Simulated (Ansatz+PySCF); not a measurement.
Results of a calculation; reference values are marked as such.
Input for Ansatz (development build ahead of 0.2.0):

```yaml
crystal:
  periodic: [false, false, false]
  atoms:
    - { symbol: S, position_ang: [0.0, 0.0, -0.21324] }
    - { symbol: H, position_ang: [0.0, 1.99163, 1.7059] }
    - { symbol: H, position_ang: [0.0, -1.99163, 1.7059] }
basis:
  gaussian: { orbitals: "6-31G" }
magnetization:
  spin_polarized: true
hamiltonian:
  xc: pbe0
scf:
  omitted_lower_state_checks: [starts, atomic_configurations, cluster_reference, orbital_swaps, given_window_search, neighbouring_geometries, increment]
output:
  forces: true
```

The input is written out in the form of the current development build from the run's settings.

Output:

```yaml
Converged: yes
Total_energy: -398.95555 hartree
Spin_squared_of_the_determinant: 1.731
Stability_test: minimum
```

Forces (eV/Å):
| atom | Fx | Fy | Fz |
| --- | --- | --- | --- |
| S1 | 0.000 | 0.000 | 0.701 |
| H2 | 0.000 | -0.364 | -0.350 |
| H3 | 0.000 | 0.364 | -0.350 |

Caution: charge can spread falsely over distant fragments; the unrestricted determinant is a mixture of spin states.
